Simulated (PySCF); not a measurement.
**Frontier levels across methods**

C2H6OS.
Structure used (PBE0-D3(BJ)/def2-SVP), in Å, numbered top down from 1:
```xyz
10
C2H6OS angstrom
C     -1.2881    0.2455   -0.3638
S     -0.1132   -1.0268    0.1756
C      1.3864   -0.0202   -0.0109
O     -0.3216   -1.1916    1.6523
H     -2.2881   -0.1786   -0.2026
H     -1.1447    0.4805   -1.4282
H     -1.1587    1.1359    0.2685
H      1.2868    0.8710    0.6258
H      2.2153   -0.6421    0.3524
H      1.5506    0.2496   -1.0646
```

Basis pcSseg-2 throughout (PySCF), one geometry. Isolated species at its PBE0-D3(BJ)/def2-SVP geometry, gas phase.

**Question.** How do the orbital energies, the gap and the dipole change with the method?

**Answer.** 
```json
{"method": "BLYP", "kind": "GGA", "HOMO (eV)": "-5.29", "LUMO (eV)": "-0.27", "gap (eV)": "5.01", "μ (D)": "3.93", "SCF cycles": "15"}
{"method": "OPBE", "kind": "GGA", "HOMO (eV)": "-5.31", "LUMO (eV)": "-0.15", "gap (eV)": "5.16", "μ (D)": "3.82", "SCF cycles": "16"}
{"method": "B97-D", "kind": "GGA", "HOMO (eV)": "-5.37", "LUMO (eV)": "-0.16", "gap (eV)": "5.21", "μ (D)": "3.94", "SCF cycles": "15"}
{"method": "PBE", "kind": "GGA", "HOMO (eV)": "-5.38", "LUMO (eV)": "-0.26", "gap (eV)": "5.12", "μ (D)": "3.90", "SCF cycles": "15"}
{"method": "BP86", "kind": "GGA", "HOMO (eV)": "-5.48", "LUMO (eV)": "-0.26", "gap (eV)": "5.22", "μ (D)": "3.94", "SCF cycles": "15"}
{"method": "KT2", "kind": "GGA", "HOMO (eV)": "-5.50", "LUMO (eV)": "-0.31", "gap (eV)": "5.19", "μ (D)": "3.89", "SCF cycles": "16"}
{"method": "KT3", "kind": "GGA", "HOMO (eV)": "-5.50", "LUMO (eV)": "-0.44", "gap (eV)": "5.06", "μ (D)": "3.84", "SCF cycles": "16"}
{"method": "LDA", "kind": "LDA", "HOMO (eV)": "-5.53", "LUMO (eV)": "-0.40", "gap (eV)": "5.13", "μ (D)": "4.02", "SCF cycles": "15"}
{"method": "B3LYP", "kind": "global hybrid", "HOMO (eV)": "-6.53", "LUMO (eV)": "0.11", "gap (eV)": "6.64", "μ (D)": "4.16", "SCF cycles": "14"}
{"method": "PBE0", "kind": "global hybrid", "HOMO (eV)": "-6.73", "LUMO (eV)": "0.42", "gap (eV)": "7.15", "μ (D)": "4.17", "SCF cycles": "14"}
{"method": "mPW1PW91", "kind": "global hybrid", "HOMO (eV)": "-6.75", "LUMO (eV)": "0.40", "gap (eV)": "7.15", "μ (D)": "4.18", "SCF cycles": "14"}
{"method": "wB97X-D", "kind": "range-separated hybrid", "HOMO (eV)": "-8.59", "LUMO (eV)": "2.11", "gap (eV)": "10.69", "μ (D)": "4.28", "SCF cycles": "14"}
{"method": "HF", "kind": "Hartree–Fock", "HOMO (eV)": "-10.05", "LUMO (eV)": "2.44", "gap (eV)": "12.49", "μ (D)": "4.73", "SCF cycles": "11"}
```

The HOMO spans 4.76 eV, from BLYP down to HF, and the gap runs from 5.01 eV (BLYP) to 12.49 eV (HF). Over the methods BLYP (0 %), OPBE (0 %), B97-D (0 %), PBE (0 %), BP86 (0 %), KT2 (0 %), KT3 (0 %), LDA (0 %), B3LYP (20 %), PBE0 (25 %), mPW1PW91 (25 %), HF (100 %), a straight line through the gap against the share of exact exchange rises by 0.74 eV for each 10 % (correlation coefficient 0.999). The dipole ranges from 3.82 D (OPBE) to 4.73 D (HF). This basis has no diffuse functions.

Reference dipole: 3.96 D (measured, gas; NIST CCCBDB Release 22 (SRD 101), experimental dipoles); nearest here: BP86 (3.94 D) and B97-D (3.94 D). 

The vertical ΔSCF ionisation energy at CAM-B3LYP/def2-SVPD is 9.01 eV; −ε(HOMO) comes closest to it with wB97X-D (8.59 eV).
